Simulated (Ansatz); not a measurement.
This script drives Ansatz 0.2.0, Python API.

Script `freq.py`:
```python
'''Harmonic frequencies of C3H5NO at its relaxed geometry.'''

import ansatz as az
from ase import Atoms
import numpy as np


def main() -> None:
    atoms = Atoms(['N', 'C', 'C', 'C', 'O', 'H', 'H', 'H', 'H', 'H'], positions=[
        [-0.619, -2.8184, 0.5305],
        [-0.1506, -1.7457, 0.405],
        [0.4736, -0.4402, 0.2364],
        [-0.4344, 0.6449, -0.1097],
        [0.1445, 1.8829, -0.2897],
        [1.2764, -0.4777, -0.5293],
        [1.0568, -0.161, 1.176],
        [-1.0089, 0.413, -1.0367],
        [-1.2469, 0.7633, 0.7337],
        [0.5917, 1.8879, -1.1132],
    ])
    molecule = az.Crystal.molecule_from_ase(atoms)

    job = molecule.calculation().basis(gaussian='def2-SVP').functional('cam_b3lyp')
    symbols = [site.symbol for site in molecule.cartesian_sites]
    start = np.array([site.position_ang for site in molecule.cartesian_sites], dtype=float)
    r = job.relax(force_tolerance=0.003, max_steps=100).run(threads=1, backend='cpu').report
    end = np.array(r['positions_ang'])

    print('bond        before    after (A)')
    for i, j in [(0, 1), (1, 2), (2, 3), (2, 5), (2, 6), (3, 4), (3, 7), (3, 8), (4, 9)]:
        d0, d1 = (np.linalg.norm(xyz[i] - xyz[j]) for xyz in (start, end))
        print(f'{symbols[i]}{i}-{symbols[j]}{j}'.ljust(10), f'{d0:8.4f} {d1:8.4f}')

    # frequencies need a stationary point, so they are taken at the relaxed geometry
    minimum = az.Crystal.molecule()
    for symbol, xyz in zip(symbols, end):
        minimum = minimum.atom(symbol, xyz.tolist())
    vibrating = (
        minimum.calculation()
        .basis(gaussian='def2-SVP')  # atom-centred Gaussian functions
        .functional('cam_b3lyp')  # exchange and correlation
        .phonons(temperatures=(200, 600, 100))
    )
    vib = vibrating.run(threads=1, backend='cpu').report['vibrations']
    sums = vib['harmonic_sums']
    modes = [m['omega_inv_cm'] for m in sums['modes_at_gamma'] if m['rigid_motion'] == 'no']
    print('frequencies (1/cm):', ' '.join(f'{w:.0f}' for w in modes))
    print('imaginary modes:', sum(w < 0 for w in modes), ' zero-point energy:', round(sums['zero_point_energy_ev'], 4), 'eV')
    print('T (K)   F_vib (eV)   S_vib (meV/K)   C_vib (meV/K)')
    for row in zip(sums['temperatures_k'], sums['vibrational_free_energy_ev'], vib['entropy_ev_per_k'], vib['heat_capacity_ev_per_k']):
        print(f'{row[0]:6.1f} {row[1]:11.4f} {1000 * row[2]:13.4f} {1000 * row[3]:15.4f}')

    # all hydrogen replaced by deuterium
    heavier = vibrating.phonons(masses={'H': 2.014102}).run(threads=1, backend='cpu').report['vibrations']['harmonic_sums']
    print('deuterated (1/cm):', ' '.join(f'{m["omega_inv_cm"]:.0f}' for m in heavier['modes_at_gamma'] if m['rigid_motion'] == 'no'))
    print('zero-point energy falls by', round(sums['zero_point_energy_ev'] - heavier['zero_point_energy_ev'], 4), 'eV')


if __name__ == '__main__':
    main()
```

It is started by `python freq.py`. How long does it take on 1 thread of Arm Neoverse V1 (shared host), and how much memory does it need?

It took about 6.4 min, with a peak of 0.3 GiB, for 3 runs of the engine.

`python freq.py` gives:
```text
bond        before    after (A)
N0-C1        1.1772   1.1527
C1-C2        1.4568   1.4609
C2-C3        1.4566   1.5349
C2-H5        1.1100   1.1021
C2-H6        1.1406   1.1003
C3-O4        1.3785   1.3985
C3-H7        1.1150   1.1055
C3-H8        1.1771   1.0998
O4-H9        0.9371   0.9642
frequencies (1/cm): 113 167 307 402 405 539 790 978 1039 1066 1145 1173 1295 1313 1392 1431 1454 1503 2436 3039 3075 3125 3141 3861
imaginary modes: 0  zero-point energy: 2.1815 eV
T (K)   F_vib (eV)   S_vib (meV/K)   C_vib (meV/K)
 200.0      2.1608        0.2670          0.3573
 300.0      2.1251        0.4463          0.5419
 400.0      2.0714        0.6283          0.7305
 500.0      1.9995        0.8100          0.9006
 600.0      1.9096        0.9874          1.0451
deuterated (1/cm): 101 159 226 364 382 527 591 802 836 892 926 977 1010 1064 1080 1128 1159 1259 2219 2240 2320 2330 2436 2811
zero-point energy falls by 0.4557 eV
```

These settings explore the input space; basis and method may be short of convergence. The frequencies are harmonic and unscaled, in a modest basis. The result belongs to the one conformer reached from this start, and soft torsions count as harmonic oscillators.

(Lines on the test bed's own set-up are left out of the output.)
